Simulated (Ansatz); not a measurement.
Basis sets compared for B(PH3)H3 (BPH₆). Charge 0, multiplicity 1. Geometry PBE0-D4/def2-TZVP. Ansatz on 4 threads of Arm Neoverse V2 on a shared host; times are rough, and most runs start from earlier orbitals.

```tsv
atom	x (Å)	y (Å)	z (Å)
B1	-0.862	-0.674	-0.047
P2	0.641	0.502	0.035
H3	1.236	0.902	-1.177
H4	1.786	0.063	0.728
H5	0.465	1.762	0.640
H6	-0.431	-1.653	-0.611
H7	-1.682	-0.051	-0.681
H8	-1.153	-0.851	1.113
```

Binding counts from free atoms (B doublet, P quartet, H doublet) in the same basis, without a counterpoise term.

```json
{"level": "PBE-D4/def2-SVP", "functions": "62", "energy (Eh)": "-369.4345", "HOMO (eV)": "-7.11", "LUMO (eV)": "-0.13", "binding per atom (eV)": "2.97", "wall time": "0.25 s"}
{"level": "PBE-D4/def2-TZVP (with forces)", "functions": "104", "energy (Eh)": "-369.5885", "HOMO (eV)": "-7.30", "LUMO (eV)": "-0.49", "binding per atom (eV)": "2.99", "wall time": "0.5 s"}
{"level": "r2SCAN-D4/def2-TZVP", "functions": "104", "energy (Eh)": "-369.7541", "HOMO (eV)": "-7.61", "LUMO (eV)": "-0.13", "binding per atom (eV)": "2.99", "wall time": "0.85 s"}
{"level": "PBE0-D4/def2-SVP", "functions": "62", "energy (Eh)": "-369.4823", "HOMO (eV)": "-8.48", "LUMO (eV)": "0.79", "binding per atom (eV)": "2.96", "wall time": "0.3 s"}
{"level": "PBE0-D4/def2-TZVP", "functions": "104", "energy (Eh)": "-369.6328", "HOMO (eV)": "-8.62", "LUMO (eV)": "0.43", "binding per atom (eV)": "2.97", "wall time": "0.5 s"}
```

Problem. Estimate the rows for PBE-D4/def2-TZVPD, r2SCAN-D4/def2-TZVPD, PBE0-D4/def2-TZVPD.

Solution. 
| level | functions | energy (Eh) | HOMO (eV) | LUMO (eV) | binding per atom (eV) | wall time |
| --- | --- | --- | --- | --- | --- | --- |
| PBE-D4/def2-TZVPD | 134 | -369.5889 | -7.31 | -0.85 | 2.99 | 0.6 s |
| r2SCAN-D4/def2-TZVPD | 134 | -369.7545 | -7.61 | -0.17 | 2.99 | 1.1 s |
| PBE0-D4/def2-TZVPD | 134 | -369.6331 | -8.62 | -0.20 | 2.97 | 0.6 s |
